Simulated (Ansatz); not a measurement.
**B3LYP/6-31G(d) (Cartesian functions) run of [SiH3]+ (SMILES [SiH3+])**

Aim: the vertical ionisation energy of [SiH3]+ at B3LYP/6-31G* (Cartesian functions), from 2 runs. 

The calculation is run with Ansatz 0.2.0.

1 further run of the same task is left out (it didn't finish).

## (1) The system as given

[SiH3]+ has 4 atoms, charge +1, and is taken as a singlet. As SMILES, `[SiH3+]`. The shape is that of a PBE0-D4/def2-TZVP optimisation.

Bond lengths: Si1–H2 1.472 Å, Si1–H3 1.472 Å, Si1–H4 1.472 Å. Angles: H2–Si1–H3 120.0°, H2–Si1–H4 120.0°, H3–Si1–H4 120.0°.

## (2) A single-point energy at B3LYP/6-31G(d) (Cartesian functions)

in.yaml reads:

```yaml
crystal:
  periodic: [false, false, false]
  atoms:
    - {symbol: Si, position_ang: [-0.000000, -0.000000, 0.000000]}
    - {symbol: H, position_ang: [0.686900, 0.675400, 1.113000]}
    - {symbol: H, position_ang: [-0.118400, -1.467200, -0.009900]}
    - {symbol: H, position_ang: [-0.568500, 0.791700, -1.103100]}
basis:
  gaussian:
    orbitals: "6-31G*"
total_charge: 1
hamiltonian:
  xc: {name: B3LYP}
accuracy: high
output:
  orbitals: {seedname: orbitals}
```

Started as:

```bash
ansatz run in.yaml --threads 1 --pin off --max-ram 3480MiB --events-out events.jsonl --progress --plain --runs-dir runs
```

Standard output:

```text
Warning: RAYON_NUM_THREADS=1 ignored (pool sized by the plan → 1); use --threads N
Functional definition: B3LYP
  name "B3LYP"
  parameter a0 = 0.2
  parameter ax = 0.72
  parameter ac = 0.81
  exchange = (1 - a0 - ax)*slater_x + ax*b88_x + a0*exact_x
  correlation = (1 - ac)*vwn_rpa_c + ac*lyp_c
476 factors; integrals over basis functions are off by at most 3.2e-9 eV
mean field evaluation 1: about -7916.4201 eV, gradient 8.2e0 eV
mean field evaluation 2: about -7916.6918 eV, gradient 1.4e0 eV
mean field evaluation 4: about -7916.6940 eV, gradient 2.4e-1 eV
mean field evaluation 8: about -7916.6942 eV, gradient 5.1e-5 eV
mean field -7916.69421005 eV, -290.9331460913 hartree, gradient 2.5e-8 eV, S^2 0.000000; 0 other end points of the search recorded, 0 dependent functions left out
reference -7916.69424007 eV, -290.9331471947 hartree; 8, 8 occupied and 17, 17 virtual orbitals, 476 factors
Total energy: -7916.69424007 eV, -290.9331471947 hartree
```

It took 0.87 s on 1 thread of Arm Neoverse V1, shared host.

## (3) Doublet [SiH3]2+ at the same level

job.yaml reads:

```yaml
crystal:
  periodic: [false, false, false]
  atoms:
    - symbol: Si
      position_ang: [-0.000000, -0.000000, 0.000000]
    - symbol: H
      position_ang: [0.686900, 0.675400, 1.113000]
    - symbol: H
      position_ang: [-0.118400, -1.467200, -0.009900]
    - symbol: H
      position_ang: [-0.568500, 0.791700, -1.103100]
basis:
  gaussian:
    orbitals: "6-31G*"
total_charge: 2
magnetization:
  spin_polarized: true
  initial_magnetization: 1
hamiltonian:
  xc: {name: B3LYP}
accuracy: high
output: {orbitals: {seedname: orbitals}}
```

Started as:

```bash
ansatz run job.yaml --threads 1 --pin off --max-ram 3480MiB --events-out events.jsonl --progress --plain --runs-dir runs
```

Standard output (excerpt; [...] marks lines left out):

```text
Warning: RAYON_NUM_THREADS=1 ignored (pool sized by the plan → 1); use --threads N
[... 7 set-up lines as earlier in the session ...]
473 factors; integrals over basis functions are off by at most 3.2e-9 eV
mean field evaluation 1: about -7895.4081 eV, gradient 6.9e0 eV
mean field evaluation 2: about -7895.7021 eV, gradient 3.8e0 eV
mean field evaluation 4: about -7895.8597 eV, gradient 3.8e-1 eV
mean field evaluation 8: about -7895.8567 eV, gradient 2.9e-2 eV
mean field evaluation 16: about -7895.8568 eV, gradient 1.1e-5 eV
mean field evaluation 32: about -7895.8562 eV, gradient 7.7e-2 eV
mean field -7895.85677415 eV, -290.1673844460 hartree, gradient 1.8e-8 eV, S^2 0.757543; 4 other end points of the search recorded, 0 dependent functions left out
reference -7895.85680123 eV, -290.1673854411 hartree; 8, 7 occupied and 17, 18 virtual orbitals, 473 factors
Total energy: -7895.85680123 eV, -290.1673854411 hartree
```

It took 3.9 s on 1 thread of Arm Neoverse V1, shared host; peak memory 0.11 GiB.

## (4) What came out

At B3LYP/6-31G* (Cartesian functions):

```
                                            quantity          value
                       singlet [SiH3]+: total energy  -290.93315 Eh
                        singlet [SiH3]+: HOMO energy      -17.55 eV
                        singlet [SiH3]+: LUMO energy      -10.52 eV
                      singlet [SiH3]+: HOMO–LUMO gap        7.03 eV
                      doublet [SiH3]2+: total energy  -290.16739 Eh
doublet [SiH3]2+: HOMO energy (highest over α and β)      -25.40 eV
 doublet [SiH3]2+: LUMO energy (lowest over α and β)      -24.06 eV
                              doublet [SiH3]2+: ⟨S²⟩          0.758
vertical ionisation energy (to the doublet dication)      20.837 eV
```

**Reading.** The vertical ionisation energy comes to 20.84 eV (2011 kJ/mol). −ε(HOMO) before ionisation, 17.55 eV, is 3.29 eV below this ionisation energy.
